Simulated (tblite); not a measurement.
Compound: C₅H₇P.
Numbering: `[CH:1]#[C:2][P:3]([CH3:4])[CH:5]=[CH2:6]` (hydrogens: H7 on C1; H8, H9, H10 on C4; H11 on C5; H12, H13 on C6)

Geometry (GFN2-xTB, Å), atoms numbered from 1 in this order:
```
atom  x, y, z in Å
C1    -1.417   -2.114    0.295
C2    -0.976   -1.158   -0.286
P3    -0.414    0.169   -1.311
C4    -1.138    1.570   -0.320
C5     1.294    0.319   -0.690
C6     1.979   -0.621   -0.061
H7    -1.784   -2.931    0.847
H8    -0.910    1.458    0.739
H9    -0.728    2.511   -0.685
H10   -2.217    1.583   -0.460
H11    1.763    1.261   -0.955
H12    1.535   -1.569    0.192
H13    3.008   -0.478    0.231
```

Calculated harmonic vibrations of the isolated species, GFN2-xTB (tblite), most abundant isotopes, no scaling. This tight-binding method is rough: wavenumbers can miss measured ones by several per cent, in bad cases by 10 to 20. One conformer, not necessarily the lowest.

Harmonic wavenumbers (cm⁻¹): 71.1, 115.2, 142.7, 167.3, 218.1, 289.7, 344.5, 407.0, 554.6, 638.1, 656.4, 666.7, 694.0, 720.3, 880.7, 885.9, 897.6, 1001.0, 1009.6, 1248.4, 1314.6, 1397.6, 1446.1, 1454.0, 1659.2, 2193.5, 3001.1, 3007.0, 3014.3, 3019.5, 3081.9, 3111.7, 3362.5.

A = 3248, B = 2839, C = 1784 MHz; mass 98.029 u (most abundant isotopes); point group C1, symmetry number 1.

**Question.** Zero-point energy?

**Answer.** ½Σν̃ = 21336 cm⁻¹ = 255.24 kJ/mol.

**Question.** Give the ideal-gas entropy at 298.15 K and 1 bar in the rigid-rotor, harmonic-oscillator model (classical rotation).

**Answer.** Translation 166.04, rotation 114.52, vibration 88.20: S = 368.8 J/(mol K).

**Question.** And Cp and H(298.15 K) − H(0)?

**Answer.** Cp = 128.28 J/(mol K), of which vibrations give 95.03 (their classical limit is 33 R = 274.4); H(298.15 K) − H(0) = 24.35 kJ/mol without the zero-point energy, 14.43 from vibrations.

**Question.** Blend soft modes into free rotors: weight 1/[1 + (100 cm⁻¹/ν̃)⁴] for the oscillator and the rest for a rotor with moment μB/(μ + B), μ = h/(8π²ν), B = 10⁻⁴⁴ kg m². What vibrational entropy results?

**Answer.** 84.19 J/(mol K) in place of 88.20, which changes −T·S at 298.15 K by +1.19 kJ/mol.

**Question.** How do the functions run with temperature in this model?

**Answer.** 
```tsv
T (K)	S (J/(mol K))	Cp (J/(mol K))	H − H(0) (kJ/mol)	G − H(0) (kJ/mol)	ln q(vib)
50	227.4	47.5	1.89	-9.48	0.20
100	266.9	67.6	4.80	-21.89	0.96
373.15	399.7	147.6	34.71	-114.43	6.24
500	446.7	174.0	55.19	-168.18	8.64
750	524.6	210.0	103.52	-289.95	13.06
1000	588.6	234.6	159.27	-429.34	17.05
```

q(vib) and H(0) count from the zero-point level.

**Question.** What must be added to the electronic energy to get the Gibbs energy at 298.15 K and 1 bar?

**Answer.** ZPE + [H(298.15 K) − H(0)] − T·S = 255.24 + 24.35 − 109.95 = 169.64 kJ/mol.

Hindered rotation and anharmonicity are outside this model. Other conformers, if any are populated, would add a mixing term that is left out. The structure is chiral; the term R ln 2 for an equal mix with its mirror image is left out.
